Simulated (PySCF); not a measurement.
**Relative stability**

Two isomers of CH3BSi, singlet, relaxed at PBE0-D4/def2-TZVP (vibrations not checked).

A:

```
6
angstrom
B 0.1330 0.2397 -0.6321
C 0.1250 -0.0112 0.8277
Si 1.2277 1.2833 0.5023
H 2.0889 2.1032 1.4010
H -0.2835 -0.0511 -1.7035
H -0.3736 -0.6856 1.5122
```

B:

```
6
angstrom
B 0.3640 -2.3116 0.9612
Si -0.2567 -1.2007 -0.4305
C -0.5020 0.4763 -0.0135
H -0.8575 1.1985 -0.7418
H 0.7030 -3.3799 1.3607
H -0.3172 0.8762 0.9761
```

PySCF 2.14 with density fitting (its default auxiliary sets; JK sets also for MP2 and CCSD(T)); basis: def2-TZVPP; cores frozen in the correlated methods. B3LYP uses VWN-RPA correlation.

Problem. Which structure is lower at CCSD(T), and by how much? (An estimate is asked for; the value comes from the calculation.)

Solution. By the calculation: A, by 1.704 eV (electronic energy, against the other). By their contacts, A is CH₃BSi ([BH]1[CH][SiH]1) and B is CH₃BSi ([BH][Si][CH2]).

All methods give the same order:

| method | E(B) − E(A) (eV) |
| --- | --- |
| PBE-D4 | 1.794 |
| r2SCAN-D4 | 1.944 |
| PBE0-D4 | 2.049 |
| B3LYP-D4 | 1.814 |
| wB97M-V | 2.167 |
| HF | 2.206 |
| MP2 | 2.064 |
| CCSD | 1.871 |
| CCSD(T) | 1.704 |

T1 diagnostic: at most 0.032. The T1 diagnostic is large here, which may signal multireference character or strong orbital relaxation, so CCSD(T) is less sure. The restricted Hartree–Fock reference is unstable towards an unrestricted one at one or more of these structures. A large double-excitation amplitude points to some diradical character; no triplet was computed.

Labels in which every atom is bracketed show which atoms are joined, not bond orders.
